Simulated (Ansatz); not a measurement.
# NaHO: a ladder of functionals and wavefunction methods

The task here is to estimate one member of a computed series from the others.

Computed with Ansatz 0.2.0, Gaussian basis. Level: functionals in def2-TZVPP, the program's frozen cores in correlated methods.

Plan: LDA (SPW92), PBE-D4, revPBE-D4, BLYP-D4, r2SCAN-D4, B97M-V, PBE0-D4, B3LYP-D4, r2SCANh-D4, r2SCAN0-D4, HSE06-D4, BHLYP-D4, CAM-B3LYP-D4, LC-ωPBE, ωB97X-V, ωB97M-V, B2PLYP, PBE-QIDH; CCSD(T)/def2-SVP; CCSD(T)/def2-TZVPP; CCSD(T)/def2-QZVPP; extrapolation to the limit; RPA on PBE.

## The geometry

All runs share one geometry, relaxed beforehand with PBE0-D4 in a triple-zeta def2 set.

SMILES `[OH][Na]`, 3 atoms, charge 0, spin multiplicity 1.

Atoms are counted from 1 here; the program's logs count them from 0.

Bond lengths: O1–Na2 1.929 Å, O1–H3 0.951 Å. Angles: Na2–O1–H3 179.9°.

Geometry (Å):

```
O    -0.28979   -0.01394   -0.16020
Na    1.40373   -0.05726    0.76219
H    -1.12493    0.00630   -0.61520
```

Set-up of the first run:

in.yaml reads:

```yaml
crystal:
  periodic: [false, false, false]
  atoms:
    - {symbol: O, position_ang: [-0.289794, -0.013943, -0.160195]}
    - {symbol: Na, position_ang: [1.403727, -0.057262, 0.762191]}
    - {symbol: H, position_ang: [-1.124933, 0.006305, -0.615197]}
basis:
  gaussian: {orbitals: def2-TZVPP}
hamiltonian: {xc: lda}
output: {orbitals: {seedname: orbitals}}
```

Started as:

```console
ansatz run in.yaml --threads 2 --pin off --events-out ev --progress --plain --max-ram 32768MiB --backend cpu
```

Steps of the session up to this table: LDA; PBE-D4 (GGA); revPBE-D4 (GGA); BLYP-D4 (GGA); r2SCAN-D4 (meta-GGA); B97M-V (meta-GGA); PBE0-D4 (hybrid); B3LYP-D4 (hybrid); r2SCANh-D4 (hybrid); r2SCAN0-D4 (hybrid); HSE06-D4 (hybrid); BHLYP-D4 (hybrid); CAM-B3LYP-D4 (range-separated); LC-ωPBE (range-separated); ωB97X-V (range-separated); ωB97M-V (range-separated); B2PLYP (double hybrid); PBE-QIDH (double hybrid).

One table of the session follows, with a row left open; its other results are not shown here.

It belongs to the step «Orbital energies across the functionals». 

```
  functional  HOMO (eV)  LUMO (eV)  gap (eV)
 LDA (SPW92)      -3.82      -1.66      2.15
      PBE-D4      -3.63      -1.79      1.84
   revPBE-D4      -3.57      -1.88      1.68
     BLYP-D4      -3.60      -1.87      1.73
   r2SCAN-D4      -3.81      -1.09      2.72
      B97M-V      -3.88      -1.58      2.31
     PBE0-D4      -5.09      -1.23      3.86
    B3LYP-D4      -4.90      -1.52      3.38
  r2SCANh-D4          ?          ?         ?
  r2SCAN0-D4      -5.27      -0.82      4.46
    HSE06-D4      -4.67      -1.50      3.17
    BHLYP-D4      -6.62      -0.97      5.64
CAM-B3LYP-D4      -6.65      -0.85      5.80
     LC-ωPBE      -7.98      -0.16      7.82
     ωB97X-V      -7.62      -0.11      7.51
     ωB97M-V      -7.62      -0.74      6.88
```

Q: Estimate the row for r2SCANh-D4 from the others.

Worked estimate for «HOMO (eV)». Against the share of exact exchange, r2SCAN-D4 (0, -3.81), r2SCAN0-D4 (0.25, -5.27) give a slope of -5.84 per unit share; at 0.1 the line stands at -4.39.

The run gave: HOMO (eV): -4.39; LUMO (eV): -0.97; gap (eV): 3.42. In «HOMO (eV)» the line misses by 0.00.
